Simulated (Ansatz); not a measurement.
Ideal-gas functions of C3H4O, SMILES `C#CCO` at 600 K and 1 bar, from an Ansatz frequency run at PBE0-D4/def2-TZVP.

Molar mass 56.06 g/mol, point group C1 (symmetry number 1), electronic degeneracy 1, moments of inertia 15.25, 107.127, 118.398 u Å². Harmonic wavenumbers (cm⁻¹, unscaled): 203, 280, 349, 573, 668, 716, 927, 994, 1095, 1220, 1352, 1415, 1485, 2237, 3013, 3095, 3481, 3860.

Use S(trans) = R[1.5 ln M + 2.5 ln T − 1.1517]; rotational temperatures θ = 24.2544 K / I; S(rot) = R[ln(√π/σ · √(T³/θAθBθC)) + 1.5]; for each mode x = 1.438777 ν̃/T, S = R[x/(eˣ − 1) − ln(1 − e⁻ˣ)] and H = RT x/(eˣ − 1); 1 cm⁻¹ = 0.0119627 kJ/mol; R = 8.31446 J/(mol·K).

**Question.** By hand: the entropy, in J/(mol·K).

**Answer.** Translation 173.6. Rotation: θ = 1.5905, 0.2264, 0.2049 K, giving 107.8. Vibration, mode by mode: 14.38, 11.78, 10.03, 6.30, 5.23, 4.77, 3.20, 2.82, 2.33, 1.84, 1.43, 1.27, 1.11, 0.25, 0.05, 0.04, 0.02, 0.01, in all 66.8. Electronic 0.0. Sum 348.2 J/(mol·K).

**Question.** By hand: H − E and G − E in kJ/mol, counted from the electronic energy.

**Answer.** Zero-point energy ½ × 26963 × 0.0119627 = 161.3; thermal vibration 23.1; translation, rotation and pV give 4 RT = 20.0. H − E = 204.4 kJ/mol, and G − E = 204.4 − 600 × 348.2/1000 = -4.5 kJ/mol.

Vibration gives 19 % of the entropy. The sum counts one conformer and one mirror image; others add a mixing term.
